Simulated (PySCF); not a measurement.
PySCF job for Na2, SMILES [Na][Na], PBE/pcJ-2. Geometry: PBE-D3(BJ)/def2-TZVPD.

```python
import numpy as np
from pyscf import gto, scf, dft
from pyscf.prop.ssc import rks as ssc

mol = gto.M(
    atom='''
    Na    0.00000000    0.00000000   -1.54714653
    Na    0.00000000    0.00000000    1.54714653
    ''',
    basis='pcJ-2',
    charge=0,
    spin=0,
    max_memory=1600,
    verbose=3,
)
mf = dft.RKS(mol, xc='pbe')
mf.grids.level = 3
mf.conv_tol = 1e-10
mf.max_cycle = 100
mf.kernel()
j = ssc.SSC(mf)
j.with_fcsd = True
j.max_cycle_cphf = 80
j.conv_tol = 1e-7
e11 = j.kernel()
```

It prints:

```
converged SCF energy = -324.273892789364
Reduced spin-spin coupling constant K (Hz)
               #0        #1
        0 Na   0.00000
        1 Na 737.28699   0.00000
Spin-spin coupling constant J (Hz)
               #0        #1
        0 Na   0.00000
        1 Na 1611.35017   0.00000
```

Self-consistency was reached.
